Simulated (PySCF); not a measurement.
Species: C₃H₂ClF.
Structure used (PBE0-D3(BJ)/def2-SVP), in Å, numbered top down from 1:
```xyz
7
C3H2ClF angstrom
F      1.5472   -0.4643    0.9203
C      0.2665   -0.5414    0.4475
C     -0.0246   -0.0655   -0.9282
C     -0.4317    0.6804    0.0640
Cl    -1.1974    2.0845    0.5919
H     -0.2289   -1.4118    0.9019
H      0.0868   -0.2552   -1.9927
```

The closed-shell ground state was solved at several levels (PySCF, density fitting, gas phase, non-relativistic).

```tsv
level	basis functions	HOMO (eV)	LUMO (eV)	gap (eV)	dipole (D)
B3LYP/def2-SVPD	126	-8.02	-0.88	7.14	2.03
wB97X-D/pcSseg-2	215	-9.99	1.23	11.22	2.01
```

(1) What might PBE0/pcSseg-1 (102 basis functions) give for the same quantities?

(2) Over all these levels, which gives the widest orbital gap and which the narrowest?

(3) How far do the dipole and the HOMO energy spread over the levels?

Answers

(1) HOMO -8.20 eV, LUMO -0.51 eV, gap 7.69 eV, dipole 1.95 D.

(2) wB97X-D/pcSseg-2 (range-separated hybrid) has the widest, 11.22 eV, and B3LYP/def2-SVPD (global hybrid, 20 % exact exchange) the narrowest, 7.14 eV. Functional and basis both differ between the two, so the spread mixes both effects.

(3) The dipole runs from 1.95 to 2.03 D (mean 1.99 D) and the HOMO from -9.99 to -8.02 eV.
